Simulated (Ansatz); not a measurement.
bcc V was calculated with PBE (Ansatz, a quantum-chemistry and plane-wave program, PAW).

Run with plane-wave cutoff 500 eV, 34×34×34 k mesh, Fermi–Dirac smearing 0.1 eV, no spin polarisation, scalar-relativistic PAW data made under PBE.

Computed at the level's own relaxed cell.

Q: Give the computed volume per atom and equilibrium lattice constant a.

A: 
- volume per atom = 13.48 Å³/atom
- equilibrium lattice constant a = 2.999 Å

Measured, for comparison: equilibrium volume per atom 13.79 Å³/atom, lattice constant a 3.021 Å (static lattice: zero-point anharmonic expansion removed; as tabulated in Mejia-Rodriguez and Trickey (2018), arXiv:1807.09216). Computed (rounded) less measured: equilibrium volume per atom -2.2 %, lattice constant a -0.7 %.

Computed values are for the static lattice.

Computing time: roughly 50 core-seconds.
